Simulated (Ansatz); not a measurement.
# SiNH (triplet): from Hartree-Fock to the top rungs at distance Si1–N2 = 1.547 Å, 6-31G

Aim: climb from Hartree-Fock through coupled cluster and multireference methods for SiNH (triplet) at one geometry and basis, and see what each rung misses.

Method: 6-31G, core rule «outside noble gas», up to 6 orbitals frozen; program: Ansatz 0.2.0, Gaussian basis.

Plan: UHF; CCSD(T) on ROHF; CCSD(T) on UHF; BCCD(T) on ROHF; CISD as a restricted active space (open shells left free, so some higher excitations enter); CCSDT(Q) on ROHF; CCSDT(Q) on UHF; CCSDTQ on ROHF; CCSDTQ on UHF; CASSCF and MRCISD+Q, 4 electrons in 4 orbitals; CASSCF and NEVPT2, 4 electrons in 4 orbitals; CASSCF and MRCISD+Q, 10 electrons in 9 orbitals; CASSCF and NEVPT2, 10 electrons in 9 orbitals; Full CI.

7 further runs of the same task are left out: 2 for a known fault of the program, 5 that didn't finish. Runs told in other sessions of the task aren't counted.

### 1 What is computed

The geometry derives from a PBE0/def2-TZVP stationary point (not a proven minimum). One bond is set to the value named and the two fragments are kept rigid.

3 atoms, charge 0, spin multiplicity 3.

Atoms are counted from 1 here; the program's logs count them from 0.

Bond lengths: Si1–N2 1.547 Å, N2–H3 1.020 Å. Angles: Si1–N2–H3 125.4°.

As a file:

```xyz
3
charge 0, multiplicity 3
Si    0.0000    0.0283    0.5524
N     0.0000   -0.1051   -0.9889
H     0.0000    0.6718   -1.6495
```

### 2 UHF

in.yaml

```yaml
crystal:
  periodic: [false, false, false]
  atoms:
    - {symbol: Si, position_ang: [0.000000, 0.028318, 0.552364]}
    - {symbol: N, position_ang: [0.000000, -0.105123, -0.988870]}
    - {symbol: H, position_ang: [0.000000, 0.671753, -1.649500]}
basis:
  gaussian: {orbitals: 6-31G}
magnetization: {spin_polarized: true, initial_magnetization: 2}
hamiltonian: {xc: hf}
output: {orbitals: {seedname: orbitals}}
```

Started as:

```bash
$ ansatz run in.yaml --threads 1 --pin off --events-out ev --progress --plain --max-ram 4096MiB --backend cpu
```

After this run come: CCSD(T) on ROHF; CCSD(T) on UHF; BCCD(T) on ROHF; CISD as a restricted active space (open shells left free, so some higher excitations enter); CCSDT(Q) on ROHF; CCSDT(Q) on UHF; CCSDTQ on ROHF; CCSDTQ on UHF; CASSCF and MRCISD+Q, 4 electrons in 4 orbitals; CASSCF and NEVPT2, 4 electrons in 4 orbitals; CASSCF and MRCISD+Q, 10 electrons in 9 orbitals; CASSCF and NEVPT2, 10 electrons in 9 orbitals; Full CI.

Before running them: what should the planned runs give, taken together? Wanted: FCI from the RHF energy; RMP2 from FCI; UMP2 from FCI; RCCSD from FCI; RCCSD(T) from FCI; UCCSD(T) from FCI; RCCSDT(Q) from FCI; UCCSDT(Q) from FCI; MRCISD+Q pair from FCI.

The runs gave:

```
                         quantity                                                   value
          FCI from the ROHF energy                                              -4.1801 eV
                    RMP2 from FCI                                         +22.78 kcal/mol
                    UMP2 from FCI                                         +22.75 kcal/mol
                   RCCSD from FCI                                          +4.53 kcal/mol
                RCCSD(T) from FCI                                          +1.81 kcal/mol
                UCCSD(T) from FCI                                          +1.88 kcal/mol
               RCCSDT(Q) from FCI                                          -0.04 kcal/mol
               UCCSDT(Q) from FCI                                          -0.06 kcal/mol
           MRCISD+Q pair from FCI                                          +3.16 kcal/mol
          NEVPT2 valence from FCI                                         +10.65 kcal/mol
        MRCISD+Q valence from FCI                                          +1.37 kcal/mol
levels within 1 kcal/mol (43 meV)  RCCSDT, UCCSDT, RCCSDT(Q), UCCSDT(Q), RCCSDTQ, UCCSDTQ
                    T1 diagnostic                                                   0.094
   effectively unpaired electrons                                                    2.13
```

**Reading.** RCCSD(T) lands +1.81 kcal/mol from the yardstick (1.9 % of the correlation energy). UCCSDT(Q) falls below full CI: unrestricted runs freeze a spin-polarised core, another one than full CI's, and coupled cluster isn't variational. The occupations are near whole numbers, but T1 = 0.094 shows that the orbitals relax strongly. Of the multireference levels listed MRCISD+Q valence comes nearest in total energy (+1.37 kcal/mol), which doesn't show that its space is the better one. These misses are within one basis, not against nature; the frozen cores of restricted and unrestricted runs differ, which can shift their rows.

Levels on UHF freeze UHF's core orbitals, full CI those of ROHF, so the U rows can settle a little off it for that reason alone.

With open shells the CI space here admits some higher excitations, so it is larger than plain CISD.
